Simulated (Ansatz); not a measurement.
# BGeH3 (H-bridged), triplet: reading a ladder of total energies

Geometry: that of the BGeH3 (H-bridged), singlet, kept fixed.

```xyz
5

Ge   -0.0022    0.0000    0.3187
B    -0.0666    0.0000   -1.6292
H     1.1607    0.0000   -1.0289
H    -0.1421   -1.0387   -2.2309
H    -0.1421    1.0387   -2.2309
```

Basis cc-pVTZ; Ansatz 0.2.0. Only valence electrons are correlated (noble-gas cores and the filled d shells of p-block atoms frozen), which leaves 10 electrons in 100 orbitals. R marks a restricted (for open shells ROHF) determinant, U an unrestricted one. No spin–orbit coupling is included, and no scalar relativity.

Full CI isn't at hand for all of this; UCCSDT(Q) serves as the reference, and is uncertain by about the last step of the cluster series.

Runs differ by some tens of microhartree through their thresholds and, for an open shell, their frozen cores, so steps under 0.03 kcal/mol mean nothing.

```tsv
level	total energy (hartree)
UHF	-2101.745723
UMP2	-2101.938562
UCCSD	-2101.971599
UCCSD(T)	-2101.980627
UCCSDT	-2101.981917
UCCSDT(Q)	-2101.982304
```

Q: What is the correlation energy at UCCSDT(Q), and what share of it do UMP2 and UCCSD(T) recover?

A: E(corr) = -2101.982304 − (-2101.745723) = -0.236581 hartree = -6.438 eV. UMP2: -0.192839 / -0.236581 = 81.51 %. UCCSD(T): -0.234904 / -0.236581 = 99.29 %.

Q: By how many kcal/mol does UCCSD(T) miss UCCSDT(Q) (1 hartree = 627.509 kcal/mol), and which steps make up the rest?

A: -2101.980627 − (-2101.982304) = 0.001677 hartree = 1.05 kcal/mol. Steps: UCCSDT − UCCSD(T) = -0.81, UCCSDT(Q) − UCCSDT = -0.24 kcal/mol. Differences between like states or geometries often cancel part of this.
